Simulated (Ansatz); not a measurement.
Predict the output of the script below (the Ansatz DFT code, driven from Python).

The script, `methods_c4h4s.py`:
```python
"""C4H4S at several levels of theory."""

from pathlib import Path
import logging
import sys

import ansatz as az
import numpy as np
from rdkit import Chem
from rdkit.Chem import AllChem

logging.basicConfig(stream=sys.stdout, format="%(levelname)s:%(name)s:%(message)s")
log = logging.getLogger("calc")
log.setLevel(logging.INFO)


def main() -> None:
    # a force-field geometry from the SMILES
    rd = Chem.AddHs(Chem.MolFromSmiles("c1ccsc1"))
    AllChem.EmbedMolecule(rd, randomSeed=94)
    AllChem.UFFOptimizeMolecule(rd)
    c4h4s = az.Crystal.molecule()
    for atom, xyz in zip(rd.GetAtoms(), rd.GetConformer().GetPositions()):
        c4h4s = c4h4s.atom(atom.GetSymbol(), xyz.round(5).tolist())

    calc = c4h4s.calculation().basis(gaussian="cc-pVDZ")

    log.info("functional    E (Ha)        dipole (D)   HOMO (eV)  LUMO (eV)")
    for name in ["revpbe", "lda", "lc_wpbe", "cam_b3lyp", "hse06"]:
        summary = calc.functional(name).forces().orbitals().run(threads=1, backend="cpu", runs_dir="runs").report
        lines = Path(summary["orbitals_path"]).read_text().splitlines()
        field_of = lambda key: [line.split("=")[1].strip() for line in lines if line.startswith(key)]
        orbitals = [(27.211386 * float(e), s, float(n)) for e, s, n in zip(field_of("Ene="), field_of("Spin="), field_of("Occup="))]
        homo = max(e for e, _, n in orbitals if n > 0.5)
        lumo = min(e for e, _, n in orbitals if n < 0.5)
        dipole = 4.803205 * np.linalg.norm(summary["charge_distribution"]["dipole_moment_e_ang"])
        log.info(f"{name:10s} {summary['free_energy_ev'] / 27.211386246:14.6f} {dipole:9.3f} {homo:11.3f} {lumo:10.3f}")


if __name__ == "__main__":
    main()
```

Output of `python methods_c4h4s.py`:
```text
INFO:calc:functional    E (Ha)        dipole (D)   HOMO (eV)  LUMO (eV)
INFO:calc:revpbe        -552.901612     0.410      -5.636     -0.975
INFO:calc:lda           -550.202113     0.409      -5.853     -1.201
INFO:calc:lc_wpbe       -552.779927     0.495      -9.362      1.955
INFO:calc:cam_b3lyp     -552.923364     0.428      -7.947      0.994
INFO:calc:hse06         -552.674667     0.478      -6.358     -0.561
```

The settings weren't tested for convergence. The geometry is a force-field or estimated start, not a minimum of this method, and the basis set is short of its limit. A lower total doesn't mark the better method: functionals have no common bound, and MP2 and coupled cluster aren't variational. Levels such as HOMO and LUMO are orbital energies: with these approximate functionals they aren't the ionisation energy and electron affinity, and their gap isn't the fundamental gap. For Al to Cl the sets with a tight d function, cc-pV(X+d)Z, are usual. hse06 follows the composition of plane-wave codes, whose totals differ by tens of mHa, up to about 0.1 Ha, from the form usual in Gaussian-basis programs (wpbeh). Run time: 20 s on 1 thread of Arm Neoverse V1, with other jobs on the host, peak memory 0.33 GiB.
